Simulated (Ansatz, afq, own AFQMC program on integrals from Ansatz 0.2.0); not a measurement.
## SiH$_{2}$O, triplet, reference energies and how methods fare

```xyz
4

Si    0.0000    0.0000    0.5550
O     0.0000    0.0000   -1.1214
H     0.0000    1.3319    1.1682
H     0.0000   -1.3319    1.1682
```

Geometry: a PBE0/def2-TZVP stationary point, not shown to be a minimum. Basis cc-pVDZ. Noble-gas cores (and the filled d shells of Ga–Kr and In–Xe) are frozen. Integrals, coupled cluster, full CI and functionals: Ansatz 0.2.0; the random walks run on the same integrals in our own AFQMC program. ph-AFQMC/CISD is guided by a CISD state made of CCSD amplitudes; releasing the constraint for a short imaginary time cuts its bias at the price of noise, slowly where states lie close. Error bars are statistical, one sigma.

Best estimates are CCSD(T) at the basis-set limit (def2-TZVPP/QZVPP) plus the step from CCSD(T) to the highest rung at hand in cc-pVDZ, named in the table (released AFQMC can keep some 10 meV of bias). No zero-point, core-correlation or spin–orbit terms. Where CCSD(T) in the larger sets was too dear, only MP2 was extrapolated. Other levels are in cc-pVDZ, the functionals in def2-TZVP; a dash marks a level that is missing or breaks spin symmetry for a member.

Cautions: SiH₂O (triplet): lower spins were not checked, its ph-AFQMC/CISD value lies 35 ± 11 meV above CCSDT(Q).

| process | best estimate (kcal/mol) | highest rung |
| --- | --- | --- |
| to charge +1, doublet (vertical) | 167.4 | CCSDT(Q) |
| to free atoms | 224.7 | CCSDT(Q) |

Errors against the best estimates in kcal/mol, the processes numbered in the order above:

```tsv
level	error, 1	error, 2
MP2	-9.7	-35.9
CCSD(T)	-8.4	-34.2
ph-AFQMC/CISD	-9.5 ± 0.4	-34.4 ± 0.3
CCSD(T)/CBS	0.2	-0.6
PBE	2.4	5.5
r2SCAN	5.2	7.6
PBE0	3.5	-1.8
B3LYP	2.3	1.5
wB97M-V	-2.1	0.7
B2PLYP	-1.9	-3.8
```

Cost at the first geometry: PBE0/cc-pVDZ, 0.96 s on 1 thread of Intel(R) Xeon(R) 6975P-C (Granite Rapids), with other jobs on the host; UCCSD(T)/cc-pVDZ, 2.4 s on 1 thread of Intel(R) Xeon(R) 6975P-C (Granite Rapids) (shared host); CCSDT(Q), 13 s on 1 thread of Intel(R) Xeon(R) 6975P-C (Granite Rapids) (shared host); ph-AFQMC/CISD with release, 4.8 min on 1 thread of Intel(R) Xeon(R) 6975P-C (Granite Rapids), on a shared host.

Best estimates are given only where the step beyond CCSD(T) is under 0.3 eV and no member's determinant is very poor (T1 over 0.05, or 0.07 for open shells, ⟨S²⟩ too high by 0.3, two states mixed), so the hardest cases are missing from such tables.

The functionals ran in a triple-zeta set and keep a basis error of their own, a few kJ/mol for each bond in atomization energies and more for double hybrids, so close places among them and the extrapolated levels can swap.

CCSDT and higher add their correlation energy to the determinant of the CCSD(T) run, since their own runs factorise the integrals more tightly (a shift of under 2 meV). Each member of a difference takes its own highest rung, so a best estimate needn't equal the limit plus the step of one row. A walk keeps the symmetry of its determinant, which the program's search chose and which needn't be the lowest solution, so a lower state of the same spin and another symmetry isn't excluded.
